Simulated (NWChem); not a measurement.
## Correlation energy of disilane (H6Si2)

```xyz
8

Si     1.1759     0.0521     0.0000
Si    -1.1759    -0.0521     0.0000
H      1.6663     0.7806     1.2230
H      1.6663     0.7806    -1.2230
H      1.7601    -1.3356     0.0000
H     -1.6663    -0.7806     1.2230
H     -1.6663    -0.7806    -1.2230
H     -1.7601     1.3356     0.0000
```
Charge 0, spin multiplicity 1.

Program: NWChem. All single points use one geometry, from PBE/def2-SVP, a minimum by its harmonic frequencies.

Basis set: 6-31G*. Each correlation energy counts from its own Hartree-Fock reference.

| method | correlation energy (mHa) | difference from CCSD(T) |
|---|---|---|
| MP2 | -159.6 | +49.1 |
| CCSD(T) | -208.7 | 0.0 |
| SCS-MP2 | -171.8 | +36.9 |
| CR-CCSD[T] | -208.1 | +0.6 |
| CCSD | -203.7 | +5.0 |
| CR-CCSD(T) | -207.9 | +0.8 |
| CCSD+T(CCSD) | -208.9 | -0.2 |

The values span 49.3 mHa, from CCSD+T(CCSD) (lowest) to MP2 (highest). 

The correlated methods keep 10 core orbitals frozen. The Pople sets run with spherical d functions. No row is a measurement; the coupled-cluster row has its own basis-set and correlation limits.
